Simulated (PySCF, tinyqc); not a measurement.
CISD on RHF in the sto-3g basis, frozen core, for BH, spin multiplicity 1, step by step. The lowest restricted solution is unstable here: a spin-polarised one lies 0.0096 hartree lower (PySCF). Computed by tinyqc, a small Python program that keeps every step (integrals from PySCF). Settings: charge = 0, multiplicity = 1, basis = sto-3g, method = RHF, frozen orbitals = 1, energy threshold = 1e-10, iteration cap = 85, orthogonalisation = symmetric, start = core, DIIS depth = 6, ci = CISD. Command: `OMP_NUM_THREADS=1 python tinyqc.py 31596 31597 out.jsonl` (the two numbers bound the seeds that draw the settings). One thread of a shared host (Intel(R) Xeon(R) Processor @ 2.60GHz), about 0.1 s of CPU time with the checks. The early iterations of the SCF are left out here.

## One-electron integrals

Geometry (angstrom):
```
atom       x       y       z
B     0.0000  0.0000  0.0000
H     0.0000  0.0000  1.3020
```

Basis sto-3g: exponents (1/bohr^2) and contraction coefficients of normalised primitives:
```
element  l (shell)  exponent  coefficient
B            s (1)   48.7911       0.1543
B            s (1)    8.8874       0.5353
B            s (1)    2.4053       0.4446
B            s (2)    2.2370      -0.1000
B            s (2)    0.5198       0.3995
B            s (2)    0.1691       0.7001
B            p (3)    2.2370       0.1559
B            p (3)    0.5198       0.6077
B            p (3)    0.1691       0.3920
H            s (1)    3.4253       0.1543
H            s (1)    0.6239       0.5353
H            s (1)    0.1689       0.4446
```

Overlap, kinetic and nuclear-attraction integrals over the contracted functions; the nuclear repulsion is the sum of Za Zb / Rab.

nuclear repulsion = 2.032171 hartree

overlap S:
```
         1B 1s   1B 2s  1B 2px  1B 2py  1B 2pz   2H 1s
1B 1s   1.0000  0.2693  0.0000  0.0000  0.0000  0.0516
1B 2s   0.2693  1.0000  0.0000  0.0000  0.0000  0.4197
1B 2px  0.0000  0.0000  1.0000  0.0000  0.0000  0.0000
1B 2py  0.0000  0.0000  0.0000  1.0000  0.0000  0.0000
1B 2pz  0.0000  0.0000  0.0000  0.0000  1.0000  0.4484
2H 1s   0.0516  0.4197  0.0000  0.0000  0.4484  1.0000
```

kinetic energy T (hartree):
```
          1B 1s    1B 2s  1B 2px  1B 2py  1B 2pz    2H 1s
1B 1s   10.8263  -0.0480  0.0000  0.0000  0.0000  -0.0138
1B 2s   -0.0480   0.3592  0.0000  0.0000  0.0000   0.0630
1B 2px   0.0000   0.0000  1.1239  0.0000  0.0000   0.0000
1B 2py   0.0000   0.0000  0.0000  1.1239  0.0000   0.0000
1B 2pz   0.0000   0.0000  0.0000  0.0000  1.1239   0.1770
2H 1s   -0.0138   0.0630  0.0000  0.0000  0.1770   0.7600
```

nuclear attraction V (hartree):
```
           1B 1s    1B 2s   1B 2px   1B 2py   1B 2pz    2H 1s
1B 1s   -23.5538  -3.2488   0.0000   0.0000  -0.0155  -0.6262
1B 2s    -3.2488  -4.1688   0.0000   0.0000  -0.1420  -1.5276
1B 2px    0.0000   0.0000  -4.1043   0.0000   0.0000   0.0000
1B 2py    0.0000   0.0000   0.0000  -4.1043   0.0000   0.0000
1B 2pz   -0.0155  -0.1420   0.0000   0.0000  -4.2068  -1.5593
2H 1s    -0.6262  -1.5276   0.0000   0.0000  -1.5593  -3.2400
```

core Hamiltonian H = T + V (hartree):
```
           1B 1s    1B 2s   1B 2px   1B 2py   1B 2pz    2H 1s
1B 1s   -12.7275  -3.2968   0.0000   0.0000  -0.0155  -0.6401
1B 2s    -3.2968  -3.8096   0.0000   0.0000  -0.1420  -1.4646
1B 2px    0.0000   0.0000  -2.9804   0.0000   0.0000   0.0000
1B 2py    0.0000   0.0000   0.0000  -2.9804   0.0000   0.0000
1B 2pz   -0.0155  -0.1420   0.0000   0.0000  -3.0829  -1.3823
2H 1s    -0.6401  -1.4646   0.0000   0.0000  -1.3823  -2.4800
```

## Two-electron integrals

Functions are numbered as in S; the eight-fold symmetry (ij|kl) = (ji|kl) = (kl|ij) leaves the list below.

Two-electron integrals (ij|kl) in chemists' order, unique and non-zero (hartree):
```
(11|11) 2.9235   (21|11) 0.5184   (21|21) 0.1093   (22|11) 0.7442
(22|21) 0.1932   (22|22) 0.5448   (31|31) 0.0203   (32|31) 0.0300
(32|32) 0.1203   (33|11) 0.7425   (33|21) 0.1932   (33|22) 0.5447
(33|33) 0.5868   (41|41) 0.0203   (42|41) 0.0300   (42|42) 0.1203
(43|43) 0.0316   (44|11) 0.7425   (44|21) 0.1932   (44|22) 0.5447
(44|33) 0.5235   (44|44) 0.5868   (51|51) 0.0203   (52|51) 0.0300
(52|52) 0.1203   (53|53) 0.0316   (54|54) 0.0316   (55|11) 0.7425
(55|21) 0.1932   (55|22) 0.5447   (55|33) 0.5235   (55|44) 0.5235
(55|55) 0.5868   (61|11) 0.0988   (61|21) 0.0208   (61|22) 0.0369
(61|33) 0.0367   (61|44) 0.0367   (61|51) 0.0015   (61|52) 0.0028
(61|55) 0.0372   (61|61) 0.0041   (62|11) 0.2415   (62|21) 0.0637
(62|22) 0.1980   (62|33) 0.1923   (62|44) 0.1923   (62|51) 0.0070
(62|52) 0.0429   (62|55) 0.2092   (62|61) 0.0129   (62|62) 0.0997
(63|31) 0.0063   (63|32) 0.0297   (63|53) 0.0080   (63|63) 0.0109
(64|41) 0.0063   (64|42) 0.0297   (64|54) 0.0080   (64|64) 0.0109
(65|11) 0.2273   (65|21) 0.0607   (65|22) 0.1992   (65|33) 0.1887
(65|44) 0.1887   (65|51) 0.0121   (65|52) 0.0691   (65|55) 0.2202
(65|61) 0.0129   (65|62) 0.1175   (65|65) 0.1464   (66|11) 0.4023
(66|21) 0.1080   (66|22) 0.3802   (66|33) 0.3576   (66|44) 0.3576
(66|51) 0.0143   (66|52) 0.1166   (66|55) 0.4248   (66|61) 0.0223
(66|62) 0.2457   (66|65) 0.3144   (66|66) 0.7746
```

## Orthogonalisation

S = U s U^T; symmetric (Loewdin) form X = U s^(-1/2) U^T, so that X^T S X = 1.

eigenvalues of S: 0.3698  0.7970  1.0000  1.0000  1.1725  1.6608

X:
```
          1B 1s    1B 2s  1B 2px  1B 2py   1B 2pz    2H 1s
1B 1s    1.0302  -0.1522  0.0000  0.0000  -0.0114   0.0268
1B 2s   -0.1522   1.1272  0.0000  0.0000   0.1022  -0.2888
1B 2px   0.0000   0.0000  1.0000  0.0000   0.0000   0.0000
1B 2py   0.0000   0.0000  0.0000  1.0000   0.0000   0.0000
1B 2pz  -0.0114   0.1022  0.0000  0.0000   1.1062  -0.3012
2H 1s    0.0268  -0.2888  0.0000  0.0000  -0.3012   1.2005
```

## Iteration 6 (converged): orbitals

converged F (hartree):
```
          1B 1s    1B 2s  1B 2px  1B 2py   1B 2pz    2H 1s
1B 1s   -7.3391  -2.1445  0.0000  0.0000  -0.0217  -0.4245
1B 2s   -2.1445  -1.0216  0.0000  0.0000  -0.0426  -0.4811
1B 2px   0.0000   0.0000  0.2687  0.0000   0.0000   0.0000
1B 2py   0.0000   0.0000  0.0000  0.2687   0.0000   0.0000
1B 2pz  -0.0217  -0.0426  0.0000  0.0000  -0.0969  -0.3929
2H 1s   -0.4245  -0.4811  0.0000  0.0000  -0.3929  -0.3543
```

Diagonalise F' = X^T F X, C = X C', fill 3 alpha and 3 beta electrons from the bottom; D = 2 C_occ C_occ^T. Each column has its largest component positive (the first on a tie).

F' = X^T F X (hartree):
```
         1        2       3       4        5        6
1  -7.1593  -1.1221  0.0000  0.0000  -0.0453  -0.0328
2  -1.1221  -0.4728  0.0000  0.0000   0.1331  -0.3487
3   0.0000   0.0000  0.2687  0.0000   0.0000   0.0000
4   0.0000   0.0000  0.0000  0.2687   0.0000   0.0000
5  -0.0453   0.1331  0.0000  0.0000   0.1221  -0.4550
6  -0.0328  -0.3487  0.0000  0.0000  -0.4550   0.0067
```

orbital energies (hartree): MO1 -7.3438, MO2 -0.5538, MO3 -0.2478, MO4 0.2687, MO5 0.2687, MO6 0.6421

coefficients C:
```
            MO1      MO2      MO3      MO4     MO5      MO6
1B 1s    0.9922  -0.2128  -0.1982   0.0000  0.0000   0.1275
1B 2s    0.0289   0.6216   0.7635   0.0000  0.0000  -0.6461
1B 2px   0.0000   0.0000   0.0000   0.9338  0.3577   0.0000
1B 2py   0.0000   0.0000   0.0000  -0.3577  0.9338   0.0000
1B 2pz   0.0058   0.2068  -0.5775   0.0000  0.0000  -0.9740
2H 1s   -0.0067   0.5024  -0.4096   0.0000  0.0000   1.0936
```

D after iteration 6:
```
          1B 1s    1B 2s  1B 2px  1B 2py   1B 2pz    2H 1s
1B 1s    2.1381  -0.5097  0.0000  0.0000   0.1524  -0.0647
1B 2s   -0.5097   1.9404  0.0000  0.0000  -0.6244  -0.0012
1B 2px   0.0000   0.0000  0.0000  0.0000   0.0000   0.0000
1B 2py   0.0000   0.0000  0.0000  0.0000   0.0000   0.0000
1B 2pz   0.1524  -0.6244  0.0000  0.0000   0.7527   0.6809
2H 1s   -0.0647  -0.0012  0.0000  0.0000   0.6809   0.8405
```

Within a degenerate level the vectors are fixed only up to a rotation; this is one choice.

## Convergence

Stop when the energy changes by less than 1e-10 hartree and every element of the error matrix X^T (F D S - S D F) X is below 3e-06.

Course of the cycle:
```
iteration  E (hartree)     change  largest element of the error matrix
1           -24.122165          -                             6.72e-01
2           -24.743550  -6.21e-01                             7.24e-02
3           -24.748944  -5.39e-03                             1.19e-02
4           -24.749152  -2.08e-04                             1.68e-03
5           -24.749157  -4.39e-06                             5.65e-06
6           -24.749157  -4.55e-11                             4.22e-07
```

PySCF RHF in the same basis = -24.749157 hartree

Converged in 6 iterations.

## Integrals over molecular orbitals

(pq|rs) = sum C_ip C_jq C_kr C_ls (ij|kl), one index at a time.

one-electron integrals over orbitals h = C^T H C (hartree):
```
          1        2        3        4        5        6
1  -12.7140   0.2682   0.2359   0.0000   0.0000  -0.1475
2    0.2682  -3.0346  -0.1599   0.0000   0.0000   0.4721
3    0.2359  -0.1599  -2.8873   0.0000   0.0000  -0.2314
4    0.0000   0.0000   0.0000  -2.9804   0.0000   0.0000
5    0.0000   0.0000   0.0000   0.0000  -2.9804   0.0000
6   -0.1475   0.4721  -0.2314   0.0000   0.0000  -2.4834
```

Two-electron integrals over orbitals (pq|rs), unique and non-zero (hartree); the lowest 1 orbital is frozen and left out:
```
(22|22) 0.5611    (32|22) -0.0693   (32|32) 0.0766    (33|22) 0.4208
(33|32) 0.0506    (33|33) 0.5501    (42|42) 0.0624    (43|42) 0.0441
(43|43) 0.0605    (44|22) 0.4571    (44|32) 0.0521    (44|33) 0.4977
(44|44) 0.5868    (52|52) 0.0624    (53|52) 0.0441    (53|53) 0.0605
(54|54) 0.0316    (55|22) 0.4571    (55|32) 0.0521    (55|33) 0.4977
(55|44) 0.5235    (55|55) 0.5868    (62|22) -0.0086   (62|32) -0.0522
(62|33) -0.0252   (62|44) -0.0935   (62|55) -0.0935   (62|62) 0.1194
(63|22) -0.0481   (63|32) 0.0657    (63|33) 0.0725    (63|44) 0.0480
(63|55) 0.0480    (63|62) -0.0565   (63|63) 0.0829    (64|42) -0.0354
(64|43) -0.0111   (64|64) 0.0315    (65|52) -0.0354   (65|53) -0.0111
(65|65) 0.0315    (66|22) 0.5615    (66|32) -0.0639   (66|33) 0.4563
(66|44) 0.4686    (66|55) 0.4686    (66|62) 0.0070    (66|63) -0.0417
(66|66) 0.5996
```

## CISD: determinants and Hamiltonian

one-electron integrals dressed by the frozen orbital, h + 2 (pq|11) - (p1|1q) (hartree):
```
         2        3        4        5        6
2  -1.8799   0.0187   0.0000   0.0000   0.1247
3   0.0187  -1.5628   0.0000   0.0000  -0.0284
4   0.0000   0.0000  -1.5181   0.0000   0.0000
5   0.0000   0.0000   0.0000  -1.5181   0.0000
6   0.1247  -0.0284   0.0000   0.0000  -1.1912
```

energy of the frozen orbital, 2 h_11 + (11|11) = -22.536983 hartree

Hartree-Fock energy = -24.749157 hartree

Slater-Condon rules over spin orbitals, with the nuclear repulsion and the energy of the frozen orbital added and E(HF) subtracted on the diagonal. Only determinants linked to the reference directly or through others are kept (one block of an abelian symmetry group), so some states are absent.

Occupation strings over the orbitals (2 doubly, a alpha, b beta, 0 empty; spin orbitals ordered 1a 1b 2a 2b ...): 222000 22a00b 2a200b 22b00a 2b200a 220200 2ab200 220020 2ab020 220002 2ab002 2ba200 202200 2ba020 202020 2ba002 202002

H - E(HF) between determinants (hartree):
```
         222000   22a00b   2a200b   22b00a   2b200a   220200   2ab200   220020
222000   0.0000   0.0000   0.0000   0.0000   0.0000   0.0605  -0.0441   0.0605
22a00b   0.0000   0.5164   0.0075  -0.0829   0.0565  -0.0111   0.0000  -0.0111
2a200b   0.0000   0.0075   0.7538   0.0565  -0.1194   0.0000   0.0111   0.0000
22b00a   0.0000  -0.0829   0.0565   0.5164   0.0075   0.0111  -0.0354   0.0111
2b200a   0.0000   0.0565  -0.1194   0.0075   0.7538   0.0000   0.0000   0.0000
220200   0.0605  -0.0111   0.0000   0.0111   0.0000   0.2999   0.0094   0.0316
2ab200  -0.0441   0.0000   0.0111  -0.0354   0.0000   0.0094   0.5598   0.0000
220020   0.0605  -0.0111   0.0000   0.0111   0.0000   0.0316   0.0000   0.2999
2ab020  -0.0441   0.0000   0.0111  -0.0354   0.0000   0.0000   0.0316   0.0094
220002   0.0829  -0.1142  -0.0657   0.1142   0.0657   0.0315   0.0000   0.0315
2ab002   0.0565   0.0657  -0.0065   0.0323   0.0522   0.0000   0.0315   0.0000
2ba200   0.0441  -0.0354   0.0000   0.0000   0.0111  -0.0094  -0.0766   0.0000
202200   0.0624   0.0000  -0.0354   0.0000   0.0354   0.0766   0.1294   0.0000
2ba020   0.0441  -0.0354   0.0000   0.0000   0.0111   0.0000   0.0000  -0.0094
202020   0.0624   0.0000  -0.0354   0.0000   0.0354   0.0000   0.0000   0.0766
2ba002  -0.0565   0.0323   0.0522   0.0657  -0.0065   0.0000   0.0000   0.0000
202002   0.1194   0.0522   0.0157  -0.0522  -0.0157   0.0000   0.0000   0.0000

         2ab020   220002   2ab002   2ba200   202200   2ba020   202020   2ba002
222000  -0.0441   0.0829   0.0565   0.0441   0.0624   0.0441   0.0624  -0.0565
22a00b   0.0000  -0.1142   0.0657  -0.0354   0.0000  -0.0354   0.0000   0.0323
2a200b   0.0111  -0.0657  -0.0065   0.0000  -0.0354   0.0000  -0.0354   0.0522
22b00a  -0.0354   0.1142   0.0323   0.0000   0.0000   0.0000   0.0000   0.0657
2b200a   0.0000   0.0657   0.0522   0.0111   0.0354   0.0111   0.0354  -0.0065
220200   0.0000   0.0315   0.0000  -0.0094   0.0766   0.0000   0.0000   0.0000
2ab200   0.0316   0.0000   0.0315  -0.0766   0.1294   0.0000   0.0000   0.0000
220020   0.0094   0.0315   0.0000   0.0000   0.0000  -0.0094   0.0766   0.0000
2ab020   0.5598   0.0000   0.0315   0.0000   0.0000  -0.0766   0.1294   0.0000
220002   0.0000   1.2698  -0.1220   0.0000   0.0000   0.0000   0.0000   0.1220
2ab002   0.0315  -0.1220   1.2728   0.0000   0.0000   0.0000   0.0000  -0.0766
2ba200   0.0000   0.0000   0.0000   0.5598  -0.1294   0.0316   0.0000   0.0315
202200   0.0000   0.0000   0.0000  -0.1294   1.0894   0.0000   0.0316   0.0000
2ba020  -0.0766   0.0000   0.0000   0.0316   0.0000   0.5598  -0.1294   0.0315
202020   0.1294   0.0000   0.0000   0.0000   0.0316  -0.1294   1.0894   0.0000
2ba002   0.0000   0.1220  -0.0766   0.0315   0.0000   0.0315   0.0000   1.2728
202002   0.0000   0.0766  -0.0021   0.0000   0.0315   0.0000   0.0315   0.0021

         202002
222000   0.1194
22a00b   0.0522
2a200b   0.0157
22b00a  -0.0522
2b200a  -0.0157
220200   0.0000
2ab200   0.0000
220020   0.0000
2ab020   0.0000
220002   0.0766
2ab002  -0.0021
2ba200   0.0000
202200   0.0315
2ba020   0.0000
202020   0.0315
2ba002   0.0021
202002   1.5454
```

## CISD: roots

Diagonalise (each vector has its largest component positive (the first on a tie)); all determinants have Ms = 0, so triplets appear too. The lowest singlet root is the correlation energy. The Davidson correction is (1 - c0^2) E_corr, c0 the coefficient of the reference.

lowest roots of this matrix, relative to E(HF) (hartree): -0.0574  0.2608  0.3331  0.3818  0.4516  0.5136  0.5372  0.5408

lowest vectors:
```
         root 1   root 2   root 3   root 4
222000   0.9595   0.0000   0.1663   0.0000
22a00b  -0.0169   0.0000   0.0196   0.6236
2a200b  -0.0133   0.0000  -0.0221  -0.1606
22b00a   0.0169   0.0000  -0.0196   0.6236
2b200a   0.0133   0.0000   0.0221  -0.1606
220200  -0.1374   0.7036   0.6860   0.0000
2ab200   0.0734   0.0070   0.0398   0.1984
220020  -0.1374  -0.7036   0.6860   0.0000
2ab020   0.0734  -0.0070   0.0398   0.1984
220002  -0.0626   0.0000  -0.0640   0.0000
2ab002  -0.0475   0.0000  -0.0213  -0.0813
2ba200  -0.0734  -0.0070  -0.0398   0.1984
202200  -0.0571  -0.0699  -0.0946   0.0000
2ba020  -0.0734   0.0070  -0.0398   0.1984
202020  -0.0571   0.0699  -0.0946   0.0000
2ba002   0.0475   0.0000   0.0213  -0.0813
202002  -0.0650   0.0000  -0.0086   0.0000
```

<S^2> of these roots: 0.0000  0.0000  0.0000  2.0000  2.0000  0.0000  2.0000  0.0000

weight of the ground state by excitation level 0, 1, 2, ...: 0.9206  0.0009  0.0785

Davidson correction = -0.004557 hartree
